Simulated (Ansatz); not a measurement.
# CH2F2 (difluoromethane) at 6 levels

Wanted: a comparison of 6 runs (BHLYP/STO-3G, BLYP/STO-3G, r2SCAN0/STO-3G, revPBE/STO-3G, CCSD/STO-3G, UCCSD(T)/STO-3G) of CH2F2 (difluoromethane). 

The calculation is run with Ansatz 0.2.0.

44 further runs of the same task are left out: 1 that didn't finish, 43 set aside as unsound or not needed.

### Step 1. Starting point

CH2F2 has 5 atoms, charge 0, and is taken as a singlet. SMILES: `FCF`. The H5–C2 distance was set to 2.187 Å, away from the relaxed value. At this shape a bond of the SMILES string is far longer than usual.

Bond lengths: F1–C2 1.351 Å, C2–F3 1.351 Å, C2–H4 1.093 Å. Angles: F1–C2–F3 108.6°, F1–C2–H4 108.8°, F3–C2–H4 108.8°.

### Step 2. A single-point energy at BHLYP/STO-3G (run 1)

run.yaml

```yaml
crystal:
  periodic: [false, false, false]
  atoms:
    - {symbol: F, position_ang: [-1.228505, -0.689928, 1.327120]}
    - {symbol: C, position_ang: [-0.145105, -0.898028, 0.546520]}
    - {symbol: F, position_ang: [0.935295, -1.060328, 1.342020]}
    - {symbol: H, position_ang: [-0.297905, -1.814028, -0.030680]}
    - {symbol: H, position_ang: [0.165300, 0.864200, -0.711100]}
basis:
  gaussian:
    orbitals: STO-3G
hamiltonian:
  xc: {name: BHLYP}
accuracy: high
```

The run is started by

```bash
ansatz run run.yaml --threads 1 --pin off --max-ram 2610MiB --events-out events.jsonl --progress --plain --runs-dir runs
```

Log:

```text
Warning: RAYON_NUM_THREADS=1 ignored (pool sized by the plan → 1); use --threads N
Functional definition: BHLYP
  name "BHLYP"
  parameter a = 0.5
  exchange = (1 - a)*b88_x + a*exact_x
  correlation = lyp_c
295 factors; integrals over basis functions are off by at most 3.5e-8 eV
mean field evaluation 1: about -6398.6428 eV, gradient 3.2e1 eV
mean field evaluation 2: about -6395.7170 eV, gradient 3.6e1 eV
mean field evaluation 4: about -6403.3544 eV, gradient 9.7e-1 eV
mean field evaluation 8: about -6403.3939 eV, gradient 8.5e-2 eV
mean field evaluation 16: about -6403.3939 eV, gradient 8.8e-7 eV
mean field -6403.39393634 eV, -235.3203867843 hartree, gradient 8.1e-8 eV, S^2 0.000000; 0 other end points of the search recorded, 0 dependent functions left out
reference -6403.39395127 eV, -235.3203873327 hartree; 13, 13 occupied and 4, 4 virtual orbitals, 295 factors
Total energy: -6403.39395127 eV, -235.3203873327 hartree
```

It took 0.74 s on 1 thread of Arm Neoverse V2, shared host; peak memory 0.09 GiB.

### Step 3. The energy at BLYP/STO-3G (run 2)

in.yaml

```yaml
crystal:
  periodic: [false, false, false]
  atoms:
    - symbol: F
      position_ang: [-1.228505, -0.689928, 1.327120]
    - symbol: C
      position_ang: [-0.145105, -0.898028, 0.546520]
    - symbol: F
      position_ang: [0.935295, -1.060328, 1.342020]
    - symbol: H
      position_ang: [-0.297905, -1.814028, -0.030680]
    - symbol: H
      position_ang: [0.165300, 0.864200, -0.711100]
basis:
  gaussian:
    orbitals: STO-3G
hamiltonian:
  xc: {name: BLYP}
accuracy: high
```

The run is started by

```bash
ansatz run in.yaml --threads 1 --pin off --max-ram 2610MiB --events-out events.jsonl --progress --plain --runs-dir runs
```

Log:

```text
Warning: RAYON_NUM_THREADS=1 ignored (pool sized by the plan → 1); use --threads N
Functional definition: BLYP
  name "BLYP"
  parameter beta = 0.0042
  parameter a = 0.04918
  parameter b = 0.132
  parameter c = 0.2533
  parameter d = 0.349
  exchange = b88_x(beta = beta)
  correlation = lyp_c(a = a, b = b, c = c, d = d)
295 factors; integrals over basis functions are off by at most 3.5e-8 eV
mean field evaluation 1: about -6399.5348 eV, gradient 2.4e1 eV
mean field evaluation 2: about -6390.5222 eV, gradient 2.9e1 eV
mean field evaluation 4: about -6401.0954 eV, gradient 2.0e1 eV
mean field evaluation 8: about -6403.8027 eV, gradient 1.3e1 eV
mean field evaluation 16: about -6404.3766 eV, gradient 2.5e-8 eV
mean field -6404.37658226 eV, -235.3564983556 hartree, gradient 2.5e-8 eV, S^2 0.000000; 0 other end points of the search recorded, 0 dependent functions left out
reference -6404.37661191 eV, -235.3564994454 hartree; 13, 13 occupied and 4, 4 virtual orbitals, 295 factors
Total energy: -6404.37661191 eV, -235.3564994454 hartree
```

Run time: 0.88 s. Hardware: 1 thread of Arm Neoverse V2, shared host; peak memory 0.089 GiB.

Run 3 isn't shown in full; the table further down has it.

### Step 4. The energy at revPBE/STO-3G (run 4)

input.yaml

```yaml
basis:
  gaussian: {orbitals: STO-3G}
crystal:
  periodic: [false, false, false]
  atoms:
    - {symbol: F, position_ang: [-1.228505, -0.689928, 1.327120]}
    - {symbol: C, position_ang: [-0.145105, -0.898028, 0.546520]}
    - {symbol: F, position_ang: [0.935295, -1.060328, 1.342020]}
    - {symbol: H, position_ang: [-0.297905, -1.814028, -0.030680]}
    - {symbol: H, position_ang: [0.165300, 0.864200, -0.711100]}
total_charge: 0
hamiltonian: {xc: {name: revPBE}}
accuracy: high
```

The run is started by

```bash
ansatz run input.yaml --threads 1 --pin off --max-ram 2610MiB --events-out events.jsonl --progress --plain --runs-dir runs
```

Log:

```text
Warning: RAYON_NUM_THREADS=1 ignored (pool sized by the plan → 1); use --threads N
Functional definition: revPBE
  name "revPBE"
  parameter kappa = 1.245
  parameter beta = 0.06672455060314922
  exchange = pbe_x(kappa = kappa, mu = beta*pi^2/3)
  correlation = pbe_c(beta = beta)
295 factors; integrals over basis functions are off by at most 3.5e-8 eV
mean field evaluation 1: about -6400.2948 eV, gradient 2.4e1 eV
mean field evaluation 2: about -6391.3396 eV, gradient 2.8e1 eV
mean field evaluation 4: about -6401.6595 eV, gradient 2.0e1 eV
mean field evaluation 8: about -6404.3230 eV, gradient 1.4e1 eV
mean field evaluation 16: about -6405.0789 eV, gradient 2.9e-8 eV
mean field -6405.07886321 eV, -235.3823067045 hartree, gradient 3.0e-8 eV, S^2 0.000000; 0 other end points of the search recorded, 0 dependent functions left out
reference -6405.07886495 eV, -235.3823067685 hartree; 13, 13 occupied and 4, 4 virtual orbitals, 295 factors
Total energy: -6405.07886495 eV, -235.3823067685 hartree
```

Wall time 0.86 s (1 thread of Arm Neoverse V2, shared host); peak memory 0.09 GiB.

Run 5 isn't shown in full; the table further down has it.

### Step 5. A single-point energy at UCCSD(T)/STO-3G (run 6)

molecule.yaml

```yaml
crystal:
  periodic: [false, false, false]
  atoms:
    - {symbol: F, position_ang: [-1.228505, -0.689928, 1.327120]}
    - {symbol: C, position_ang: [-0.145105, -0.898028, 0.546520]}
    - {symbol: F, position_ang: [0.935295, -1.060328, 1.342020]}
    - {symbol: H, position_ang: [-0.297905, -1.814028, -0.030680]}
    - {symbol: H, position_ang: [0.165300, 0.864200, -0.711100]}
basis:
  gaussian: {orbitals: STO-3G}
magnetization: {spin_polarized: true}
correlation: {method: ccsd_t, frozen_orbitals: {C: 1, F: 1, H: 0}}
accuracy: high
scf: {omitted_lower_state_checks: [cluster_reference, increment]}
```

The run is started by

```bash
ansatz run molecule.yaml --threads 1 --pin off --max-ram 2610MiB --events-out events.jsonl --progress --plain --runs-dir runs
```

Log, cut to the lines that bear on the results:

```text
Warning: RAYON_NUM_THREADS=1 ignored (pool sized by the plan → 1); use --threads N
Functional definition: HF
  name "HF"
[...]
295 factors; integrals over basis functions are off by at most 3.5e-8 eV
[...]
mean field -6380.30789811 eV, -234.4719905276 hartree, gradient 2.1e-8 eV, S^2 0.890992; 5 other end points of the search recorded, 0 dependent functions left out
3 core orbitals not correlated: weight in the atoms' cores, before any rotation towards them, 1.000 or more for the frozen orbitals, at most 0.000 for the correlated occupied ones
reference -6380.30789811 eV, -234.4719905276 hartree; 10, 10 occupied and 4, 4 virtual orbitals, 295 factors
second order -2.05841973 eV of doubles, -0.00000000 eV of singles
cycle   1  -2.42965537 eV  change   -3.7e-1 eV  update   7.0e-2
[...]
cycle  32  -2.99248733 eV  change  -9.2e-10 eV  update  6.1e-10
perturbative correction -0.17896737 eV, -0.0065769294 hartree
Total energy: -6383.47935281 eV, -234.5885393382 hartree
Checks for a lower state left out: cluster_reference, increment
```

Run time: 0.26 s. Hardware: 1 thread of Arm Neoverse V2, shared host.

### Step 6. Overview of the runs

```tsv
run	level	frozen core orbitals	energy (Eh)	wall time
1	BHLYP/STO-3G	–	-235.320387	0.74 s
2	BLYP/STO-3G	–	-235.356499	0.88 s
3	r2SCAN0/STO-3G	–	-235.327014	1.9 s
4	revPBE/STO-3G	–	-235.382307	0.86 s
5	CCSD/STO-3G	3	-234.582620	0.12 s
6	UCCSD(T)/STO-3G	3	-234.588539	0.26 s
```

### Step 7. Summary of results

| quantity | value |
| --- | --- |
| run 6: total energy | -234.58854 Eh |
| run 6: correlation energy (3 core orbitals frozen) | -116.5 mEh |
| run 6: (T) correction | -6.58 mEh |
| run 6: ⟨S²⟩ of the reference determinant | 0.891 |
| run 6: T1 diagnostic | 0.040 |

**Reading.** Totals of different functionals can't be ranked against each other. In run 5 the log says that unrestricted orbitals would lower the reference, so the values rest on an unstable closed-shell determinant (other closed-shell runs at this shape may share the fault). In runs 1, 2, 3, 4, 5, 6 the basis is minimal, so the values are rough. In runs 1, 2, 3, 4, 5 a closed-shell determinant meets a far-stretched bond, which it describes badly. Spin contamination of the reference: run 6 ⟨S²⟩ = 0.89. Where it is this large, the reference is a mixture of spin states, and values that rest on it are in doubt. All runs together took 4.7 s, the longest 1.9 s.
